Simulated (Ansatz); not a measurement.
# Li2− (doublet): wave-function methods side by side at distance Li1–Li2 = 2.502 Å, aug-cc-pVTZ

Aim: climb from Hartree-Fock through coupled cluster and multireference methods for Li2− (doublet) at one geometry and basis, and see what each rung misses.

Program: Ansatz 0.2.0, Gaussian basis. Level of theory: aug-cc-pVTZ, core rule «outside noble gas», up to 2 orbitals frozen. These are calculated values, not measurements.

Plan: UHF; CCSD(T) on ROHF; CCSD(T) on UHF; BCCD(T) on ROHF; CCSDT on ROHF; CCSDT on UHF; CASSCF and NEVPT2, 3 electrons in 8 orbitals; Full CI.

44 further runs of the same task are left out: 27 for a known fault of the program, 16 that didn't finish, 1 set aside as unsound or not needed.

### Step 1. The geometry

The geometry derives from a PBE0/def2-TZVPD stationary point (not a proven minimum). One bond is set to the value named and the two fragments are kept rigid.

2 atoms, charge -1, spin multiplicity 2.

Atoms are counted from 1 here; the program's logs count them from 0.

Bond lengths: Li1–Li2 2.502 Å.

As a file:

```
Li    0.00000    0.00000    0.00000
Li    0.00000    0.00000    2.50200
```

### Step 2. UHF

in.yaml reads:

```yaml
crystal:
  periodic: [false, false, false]
  atoms:
    - {symbol: Li, position_ang: [0.000000, 0.000000, 0.000000]}
    - {symbol: Li, position_ang: [0.000000, 0.000000, 2.502000]}
basis:
  gaussian: {orbitals: aug-cc-pVTZ}
total_charge: -1
magnetization: {spin_polarized: true, initial_magnetization: 1}
hamiltonian: {xc: hf}
output: {orbitals: {seedname: orbitals}}
```

On the command line:

```
> ansatz run in.yaml --threads 1 --pin off --events-out ev --progress --plain --max-ram 2393MiB
```

The runs that follow: CCSD(T) on ROHF; CCSD(T) on UHF; BCCD(T) on ROHF; CCSDT on ROHF; CCSDT on UHF; CASSCF and NEVPT2, 3 electrons in 8 orbitals; Full CI.

Before running them: what should the planned runs give, taken together? Wanted: FCI below the RHF energy; RMP2 from FCI; UMP2 from FCI; RCCSD from FCI; RCCSD(T) from FCI; UCCSD(T) from FCI; NEVPT2 valence from FCI; T1 diagnostic; effectively unpaired electrons.

As calculated:

```
                         quantity                                        value
         FCI below the RHF energy                                   -1.2381 eV
                    RMP2 from FCI                              +10.35 kcal/mol
                    UMP2 from FCI                              +12.62 kcal/mol
                   RCCSD from FCI                               +1.69 kcal/mol
                RCCSD(T) from FCI                               +0.48 kcal/mol
                UCCSD(T) from FCI                               +0.49 kcal/mol
          NEVPT2 valence from FCI                               +1.09 kcal/mol
levels within 1 kcal/mol (43 meV)  RCCSD(T), UCCSD(T), BCCD(T), RCCSDT, UCCSDT
                    T1 diagnostic                                        0.102
   effectively unpaired electrons                                         1.27
```

In words: RCCSD(T) misses by +0.48 kcal/mol, 1.7 % of the correlation energy. The occupations show some static correlation. Coupled cluster took another determinant than the lowest Hartree-Fock one. These misses are within one basis, not against nature; the frozen cores of restricted and unrestricted runs differ, which can shift their rows.
